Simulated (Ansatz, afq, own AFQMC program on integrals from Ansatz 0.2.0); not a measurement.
# CHSi, quartet: AFQMC among the cluster methods

```xyz
3

Si    0.0000    0.0020    0.6200
C     0.0000   -0.0576   -1.2716
H     0.0000    0.6319   -2.1232
```

Connectivity, by distances: Si–CH.

Basis cc-pVDZ. Only valence electrons are correlated. AFQMC by an in-house program on the Cholesky factors that Ansatz 0.2.0 writes for its CCSD(T) run. ph-AFQMC/CISD is guided by a CISD state made of CCSD amplitudes; releasing the constraint for a short imaginary time cuts its bias at the price of noise, slowly where states lie close. Free projection: walkers drawn from exp(T), propagated without any constraint. Its projection time is finite, and what remains of the start isn't in its error. Uncertainties: one standard error, sampling alone.

Determinant: UHF, the one that the program's search chose, which needn't be the lowest solution. The geometry is a point of a scan.

No full CI on the walks' own integrals is used here; CCSDT(Q) serves as the reference and is uncertain by about the last step of the cluster series.

Cautions: lower spins were not checked.

The T1 diagnostic is 0.0272. The weight of the determinant in the CISD state is 0.882. The ⟨S²⟩ of the determinant is 3.788. The size of the correlated space is 9 electrons in 31 orbitals.

| level | correlation energy (eV) |
| --- | --- |
| MP2 | -3.8283 |
| CCSD | -4.8024 |
| CCSD(T) | -4.9362 |

**Question.** Estimate where phaseless AFQMC with the Hartree–Fock trial lies against CCSD(T) on the same integrals.

**Answer.** 3.9 ± 3.7 kJ/mol below CCSD(T). The gap is under twice the noise, so this walk alone can't tell the two apart.

Reference: CCSDT(Q), correlation energy -4.979 eV. The released energy is read at 2.40 1/Eh (meV from the phaseless value at times in 1/Eh: -3 ± 7 at 0.24, -13 ± 8 at 0.51, -17 ± 10 at 0.99, -18 ± 12 at 1.62, -21 ± 13 at 2.40).

```tsv
level	E − E(reference) (kJ/mol)	share of correlation (%)
CCSD(T)	4.1	99.14
CCSDT	0.8	99.83
ph-AFQMC/HF	0.2 ± 3.7	99.95
ph-AFQMC/CISD	2.6 ± 0.7	99.45
released AFQMC	0.6 ± 1.2	99.87
free AFQMC	1.3 ± 1.9	99.72
```

Free projections are given only where their last times agree within the noise and don't stop above the reference; a slow remainder of the start can still hide under it. A walk keeps the symmetry of its determinant, which the program's search chose and which needn't be the lowest solution, so a lower state of the same spin and another symmetry isn't excluded. Released energies are given only where the last usable release times agree within the noise; a slower fall can still hide under it.
